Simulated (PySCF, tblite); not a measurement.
# C₂H₄Cl radical: geometry, infrared bands and EPR parameters

What infrared bands and EPR parameters should C₂H₄Cl radical (`C[CH]Cl`) show?

Computed with tblite 0.8.0 and PySCF 2.14.0, with density-fitted response routines of our own, on a single molecule in the gas phase. Atoms count from 0, in the outputs and in this text.

### 1 The starting structure

7 atoms, charge 0, multiplicity 2; geometry from: force field or distance geometry start.

Bonds of the start (Å): C0–C1 1.47, C1–Cl2 1.72, C0–H3 1.09, C0–H4 1.10, C0–H5 1.09, C1–H6 1.08.

### 2 Optimising the geometry with GFN2-xTB

What the job is given:

```
{"job": {"kind": "relax", "xc": "GFN2-xTB", "basis": "xTB"}, "charge": 0, "multiplicity": 2}
C     -0.650400    -0.179300     0.033100
C      0.697700     0.381600    -0.131700
Cl     2.052300    -0.685000    -0.160800
H     -0.940900    -0.191600     1.082300
H     -1.380300     0.451200    -0.489800
H     -0.742000    -1.191000    -0.372500
H      0.967000     1.419100     0.012200
```

Started as:

```sh
$ OMP_NUM_THREADS=1 python probes_run.py task.json out
```

The driver reads the jobs from task.json and runs them one after another.

**Question.** This job is followed by: GFN2-xTB harmonic vibrations, gas phase; UKS B3LYP, pcH-1 on C Cl H, non-relativistic, mean-field spin-orbit, GIAO. What will the session give for the following? strongest single infrared mode (GFN2-xTB); zero-point energy (GFN2-xTB); g(iso) (B3LYP); ⟨S²⟩; largest a(iso) (averaged by class); potential on the surface of density 0.002 e/bohr³, 1st and 99th percentile.

The runs gave:

| quantity | value |
| --- | --- |
| strongest single infrared mode (GFN2-xTB) | 1232 cm⁻¹, 65 km/mol |
| zero-point energy (GFN2-xTB) | 31.8 kcal/mol |
| g(iso) (B3LYP) | 2.00603 |
| ⟨S²⟩ | 0.754 (exact 0.75) |
| largest a(iso) (averaged by class) | 13C on C1, 139.2 MHz |
| potential on the surface of density 0.002 e/bohr³, 1st and 99th percentile | -0.54 V and 1.00 V |

What this shows: Over 38 steps the energy fell by 0.025 eV; of the close pairs, C1–Cl2 changed most, 1.724 to 1.697 Å. All 15 modes are real, so the xTB geometry is a minimum. The strongest single mode, at 1232 cm⁻¹, moves mainly H6 and C1. Unscaled tight-binding wavenumbers are off by several per cent, some by more. Its intensities can rank the bands wrongly. C1 carries the largest spin population, 0.94 e. The isotropic g lies 3.7 ppt above the free-electron value. The conformer search found further structures of the same energy, which may be mirror or relabelled copies of this one.
